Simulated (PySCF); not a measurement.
Scan of HClF (anion, charge -1), singlet: collinear F-H-Cl surface. Scanned: F-H distance and H-Cl distance.

Method: restricted BP86/6-31G*, spherical d (PySCF).

Energy in kcal/mol above the lowest grid point; x is the F-H distance (Å), y the H-Cl distance (Å).

```
y \ x   0.81   0.87   0.95   1.03  1.11  1.21  1.31  1.42  1.57  1.76   1.99   2.33   2.75
-----  -----  -----  -----  -----  ----  ----  ----  ----  ----  ----  -----  -----  -----
3.77    32.0   20.6   16.4   19.7  26.9  38.6  50.7  63.4  78.5  94.4  109.2  124.3  135.6
3.19    28.3   16.6   12.0   14.8  21.6  32.7  44.4  56.9  72.1  88.1  103.2  118.6  130.1
2.73    24.4   12.4    7.2    9.4  15.5  25.7  36.8  48.7  63.4  79.2   94.1  109.6  121.3
2.41    21.9    9.3    3.4    4.9  10.3  19.7  30.0  41.1  55.1  70.2   84.7  100.0  111.8
2.15    21.0    7.8    1.0    1.6   6.1  14.4  23.7  33.9  46.9  61.1   75.0   89.9  101.7
1.95    22.4    8.4    0.5    0.0   3.5  10.7  18.9  28.2  40.1  53.3   66.4   80.8   92.6
1.79    26.5   11.4    2.2    0.4   2.8   8.6  15.8  24.0  34.8  46.9   59.2   73.0   84.7
1.65    34.1   17.6    6.6    3.3   4.2   8.5  14.4  21.4  30.9  41.9   53.3   66.3   77.9
1.52    46.8   28.4   15.1    9.7   8.8  11.2  15.4  21.0  29.0  38.6   48.9   61.0   72.3
1.40    66.4   45.4   29.1   21.0  17.9  17.9  20.2  24.1  30.3  38.3   47.3   58.4   69.4
1.30    91.6   67.8   48.0   37.0  31.4  28.8  29.1  31.3  35.7  42.1   49.8   59.9   70.4
1.20   129.0  101.3   77.1   62.3  53.6  47.9  45.7  45.7  48.0  52.7   59.0   67.8   77.7
1.10   184.6  151.9  121.9  102.3  89.7  80.1  75.0  72.5  72.3  75.0   79.7   87.3   96.4
```

Points that lie below all their neighbours on the grid: x = 1.03, y = 1.95 (0.0 kcal/mol).
